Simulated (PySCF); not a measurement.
PySCF input for C3H9N, SMILES CN(C)C, TDDFT-PBE/def2-SVPD. The structure is a stationary point at B3LYP-D3(BJ)/def2-SVP.

```python
import numpy as np
from pyscf import gto, scf, dft, tdscf

mol = gto.M(
    atom='''
    C     1.20211598   -0.69404198   -0.05616292
    N    -0.00000000    0.00000000    0.35113945
    C    -1.20211598   -0.69404199   -0.05616292
    C     0.00000000    1.38808397   -0.05616292
    H     1.31845136   -0.76120825   -1.16462411
    H     1.20079878   -1.72165838    0.34113812
    H     2.09139929   -0.17909305    0.34113811
    H    -1.31845136   -0.76120825   -1.16462410
    H    -2.09139928   -0.17909305    0.34113811
    H    -1.20079877   -1.72165838    0.34113812
    H     0.00000000    1.52241649   -1.16462411
    H    -0.89060050    1.90075144    0.34113811
    H     0.89060051    1.90075144    0.34113811
    ''',
    basis='def2-SVPD',
    charge=0,
    spin=0,
    symmetry=True,
    max_memory=1600,
    verbose=4,
)
mf = dft.RKS(mol, xc='pbe').density_fit(auxbasis='def2-universal-jkfit')
mf.grids.level = 3
mf.conv_tol = 1e-9
mf.max_cycle = 100
mf.kernel()
mf.grids = dft.Grids(mol).set(level=1).build(with_non0tab=True)  # coarser grid for the response kernel
td = tdscf.TDDFT(mf)
td.singlet = True
td.nstates = 10
td.conv_tol = 1e-4
td.positive_eig_threshold = 1e-6
td.kernel(x0=td.get_init_guess(mf, 15))
td.analyze()
tt = tdscf.TDA(mf)
tt.singlet = False
tt.nstates = 4
tt.conv_tol = 1e-4
tt.positive_eig_threshold = 1e-6
tt.kernel(x0=tt.get_init_guess(mf, 9))
tt.analyze(verbose=3)
```

It prints:

```
PySCF version 2.14.0

[INPUT] verbose = 4
[INPUT] num. atoms = 13
[INPUT] num. electrons = 34
[INPUT] charge = 0
[INPUT] spin (= nelec alpha-beta = 2S) = 0
[INPUT] symmetry True subgroup None
[INPUT] Mole.unit = angstrom
[INPUT] Symbol           X                Y                Z      unit          X                Y                Z       unit  Magmom
[INPUT]  1 C      1.202115980000  -0.694041980000  -0.056162920000 AA    2.271669972163  -1.311549261151  -0.106132537156 Bohr   0.0
[INPUT]  2 N      0.000000000000   0.000000000000   0.351139450000 AA    0.000000000000   0.000000000000   0.663557392030 Bohr   0.0
[INPUT]  3 C     -1.202115980000  -0.694041990000  -0.056162920000 AA   -2.271669972163  -1.311549280048  -0.106132537156 Bohr   0.0
[INPUT]  4 C      0.000000000000   1.388083970000  -0.056162920000 AA    0.000000000000   2.623098541199  -0.106132537156 Bohr   0.0
[INPUT]  5 H      1.318451360000  -0.761208250000  -1.164624110000 AA    2.491511978960  -1.438475116259  -2.200820605965 Bohr   0.0
[INPUT]  6 H      1.200798780000  -1.721658380000   0.341138120000 AA    2.269180824912  -3.253462818262   0.644657617449 Bohr   0.0
[INPUT]  7 H      2.091399290000  -0.179093050000   0.341138110000 AA    3.952171875210  -0.338436815313   0.644657598552 Bohr   0.0
[INPUT]  8 H     -1.318451360000  -0.761208250000  -1.164624100000 AA   -2.491511978960  -1.438475116259  -2.200820587068 Bohr   0.0
[INPUT]  9 H     -2.091399280000  -0.179093050000   0.341138110000 AA   -3.952171856313  -0.338436815313   0.644657598552 Bohr   0.0
[INPUT] 10 H     -1.200798770000  -1.721658380000   0.341138120000 AA   -2.269180806015  -3.253462818262   0.644657617449 Bohr   0.0
[INPUT] 11 H      0.000000000000   1.522416490000  -1.164624110000 AA    0.000000000000   2.876950213622  -2.200820605965 Bohr   0.0
[INPUT] 12 H     -0.890600500000   1.900751440000   0.341138110000 AA   -1.682991031401   3.591899652473   0.644657598552 Bohr   0.0
[INPUT] 13 H      0.890600510000   1.900751440000   0.341138110000 AA    1.682991050298   3.591899652473   0.644657598552 Bohr   0.0

nuclear repulsion = 138.293904436396
point group symmetry = C3v, use subgroup Cs
symmetry origin: [ 1.66740538e-09  5.55801810e-10 -2.77900902e-09]
symmetry axis x: [ 8.66025403e-01  5.00000002e-01 -5.05959897e-10]
symmetry axis y: [1.04074906e-10 8.31656766e-10 1.00000000e+00]
symmetry axis z: [ 5.00000002e-01 -8.66025403e-01  6.68198432e-10]
num. orbitals of irrep A' = 86
num. orbitals of irrep A" = 66
number of shells = 68
number of NR pGTOs = 210
number of NR cGTOs = 152
basis = def2-SVPD
ecp = {}


[settings echo left out]
init E= -174.100613719289
HOMO (A') = -0.257908562193985  LUMO (A') = -0.0245748011626481  gap/eV = 6.34934
cycle= 1 E= -174.057852099811  delta_E= 0.0428  |g|= 0.421  |ddm|= 4.62
HOMO (A') = -0.0914290781707274  LUMO (A') = 0.0225951720105475  gap/eV = 3.10276
cycle= 2 E= -173.968155576293  delta_E= 0.0897  |g|= 0.713  |ddm|= 1.72
HOMO (A') = -0.182515124866648  LUMO (A') = 0.00280346577359003  gap/eV = 5.04278
cycle= 3 E= -174.10975020262  delta_E= -0.142  |g|= 0.117  |ddm|= 1.18
HOMO (A') = -0.171666095023173  LUMO (A') = 0.00169209654749336  gap/eV = 4.71732
cycle= 4 E= -174.112407213779  delta_E= -0.00266  |g|= 0.036  |ddm|= 0.156
HOMO (A') = -0.174911504880051  LUMO (A') = 0.00155904231826742  gap/eV = 4.80201
cycle= 5 E= -174.1126600185  delta_E= -0.000253  |g|= 0.0062  |ddm|= 0.0648
HOMO (A') = -0.174919506624288  LUMO (A') = 0.00137589210938271  gap/eV = 4.79724
cycle= 6 E= -174.112668756458  delta_E= -8.74e-06  |g|= 0.00126  |ddm|= 0.016
HOMO (A') = -0.174921253817315  LUMO (A') = 0.00139301238872847  gap/eV = 4.79776
cycle= 7 E= -174.112669260714  delta_E= -5.04e-07  |g|= 0.000107  |ddm|= 0.00265
HOMO (A') = -0.174922752609227  LUMO (A') = 0.00139165451343803  gap/eV = 4.79776
cycle= 8 E= -174.112669263984  delta_E= -3.27e-09  |g|= 1.05e-05  |ddm|= 0.000319
HOMO (A') = -0.17492568017584  LUMO (A') = 0.00139026666942899  gap/eV = 4.79780
cycle= 9 E= -174.112669264021  delta_E= -3.69e-11  |g|= 1.11e-06  |ddm|= 2.56e-05
HOMO (A') = -0.174925357067451  LUMO (A') = 0.00139031732124018  gap/eV = 4.79779
Extra cycle  E= -174.112669264021  delta_E= 2.84e-13  |g|= 9.85e-07  |ddm|= 5.1e-06
converged SCF energy = -174.112669264021
tot grids = 42912
Overwritten attributes  positive_eig_threshold  of <class 'pyscf.tdscf.rks.CasidaTDDFT'>


******** <class 'pyscf.tdscf.rks.CasidaTDDFT'> for <class 'pyscf.df.df_jk.DFSymAdaptedRKS'> ********
nstates = 10 singlet
deg_eia_thresh = 1.000e-03
wfnsym = None
conv_tol = 0.0001
eigh lindep = 1e-12
eigh level_shift = 0
eigh max_cycle = 100


Excitation energies (eV)
[4.85757389 5.81040686 5.81042129 6.76998504 6.76999519 6.82273424
 6.87751553 7.71935413 7.71943855 7.9202778 ]

** Singlet excitation energies and oscillator strengths **
Excited State   1:  ???      4.85757 eV    255.24 nm  f=0.0257
      17 -> 18       -0.70536
Excited State   2:  ???      5.81041 eV    213.38 nm  f=0.0057
      17 -> 20       -0.70666
Excited State   3:  ???      5.81042 eV    213.38 nm  f=0.0057
      17 -> 19        0.70666
Excited State   4:  ???      6.76999 eV    183.14 nm  f=0.0162
      17 -> 23        0.70654
Excited State   5:  ???      6.77000 eV    183.14 nm  f=0.0162
      17 -> 24       -0.70658
Excited State   6:  ???      6.82273 eV    181.72 nm  f=0.0211
      17 -> 21       -0.62612
      17 -> 22        0.32168
Excited State   7:  ???      6.87752 eV    180.27 nm  f=0.1165
      17 -> 21       -0.31588
      17 -> 22       -0.62643
Excited State   8:  ???      7.71935 eV    160.61 nm  f=0.0559
      17 -> 25        0.70158
Excited State   9:  ???      7.71944 eV    160.61 nm  f=0.0559
      17 -> 26       -0.70159
Excited State  10:  ???      7.92028 eV    156.54 nm  f=0.0009
      17 -> 27       -0.70301

** Transition electric dipole moments (AU) **
state          X           Y           Z        Dip. S.      Osc.
  1         0.0000     -0.0000      0.4646      0.2159      0.0257
  2         0.1005     -0.1740      0.0000      0.0404      0.0057
  3         0.1740      0.1005     -0.0000      0.0404      0.0057
  4         0.2706      0.1563     -0.0004      0.0977      0.0162
  5        -0.1563      0.2707      0.0000      0.0977      0.0162
  6        -0.0001     -0.0001      0.3552      0.1262      0.0211
  7         0.0001      0.0000      0.8315      0.6914      0.1165
  8        -0.2718      0.4707      0.0000      0.2954      0.0559
  9         0.4707      0.2718      0.0000      0.2955      0.0559
 10         0.0002      0.0001      0.0695      0.0048      0.0009

** Transition velocity dipole moments (imaginary part, AU) **
state          X           Y           Z        Dip. S.      Osc.
  1         0.0000     -0.0000      0.0866      0.0075      0.0280
  2         0.0186     -0.0322      0.0000      0.0014      0.0043
  3         0.0323      0.0186     -0.0000      0.0014      0.0043
  4         0.0679      0.0392     -0.0001      0.0062      0.0165
  5        -0.0392      0.0679      0.0000      0.0062      0.0165
  6        -0.0000     -0.0000      0.0798      0.0064      0.0169
  7         0.0000      0.0000      0.2144      0.0460      0.1213
  8        -0.0764      0.1324      0.0000      0.0234      0.0549
  9         0.1324      0.0764      0.0000      0.0234      0.0549
 10         0.0000      0.0000      0.0121      0.0001      0.0003

** Transition magnetic dipole moments (imaginary part, AU) **
state          X           Y           Z
  1        -0.0000      0.0000      0.0000
  2        -0.2878     -0.1662      0.0000
  3         0.1662     -0.2880      0.0000
  4        -0.1141      0.1977     -0.0000
  5        -0.1977     -0.1141      0.0000
  6         0.0000     -0.0000      0.0000
  7        -0.0001      0.0001      0.0000
  8        -0.1726     -0.0996     -0.0000
  9        -0.0997      0.1726      0.0000
 10         0.0001     -0.0002      0.0000
Overwritten attributes  positive_eig_threshold  of <class 'pyscf.tdscf.rks.TDA'>


******** <class 'pyscf.tdscf.rks.TDA'> for <class 'pyscf.df.df_jk.DFSymAdaptedRKS'> ********
nstates = 4 triplet
deg_eia_thresh = 1.000e-03
wfnsym = None
conv_tol = 0.0001
eigh lindep = 1e-12
eigh level_shift = 0
eigh max_cycle = 100


Excitation energies (eV)
[4.71204008 5.71614603 5.71615859 6.41822998]

** Triplet excitation energies and oscillator strengths **
Excited State   1:  ???      4.71204 eV    263.12 nm  f=0.0000
Excited State   2:  ???      5.71615 eV    216.90 nm  f=0.0000
Excited State   3:  ???      5.71616 eV    216.90 nm  f=0.0000
Excited State   4:  ???      6.41823 eV    193.18 nm  f=0.0000
```

The run converged.

Cost: very roughly 60 core-seconds.
